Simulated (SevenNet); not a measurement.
## Rutile TiO₂

Computed with the machine-learned potential SevenNet-l3i5 (trained on PBE and PBE+U data).

Cell (relaxed at this level):

TiO₂ has the tetragonal space group P4₂/mnm (No. 136), the rutile structure, Pearson symbol tP6. Conventional cell: a = b = 4.6497 Å, c = 2.9700 Å, α = β = γ = 90.00°. Ti on 2a has 6 O at 1.962–2.005 Å (octahedral). O on 4f sees 3 Ti at 1.962–2.005 Å (trigonal planar). (Neighbours: up to the widest gap in distance over summed covalent radii, below 1.35, at either atom; cation-cation and far metal-metal contacts left out.)

For rutile TiO₂, the lattice constant a is 4.650 Å. The lattice parameter c comes out as 2.970 Å.

Measured, for comparison: lattice constant a 4.587 Å, lattice parameter c 2.954 Å (15 K, zero-point motion not removed; as tabulated in Burdett, Hughbanks, Miller, Richardson, Smith, powder neutron diffraction …). Computed (rounded) less measured: lattice constant a +1.4 %, lattice parameter c +0.5 %.

A machine-learned potential is trained on density-functional data: it inherits that level's misses and adds fitting errors of its own.

Note: the model gives imaginary modes for this phase (in the spectrum interpolated from a supercell).
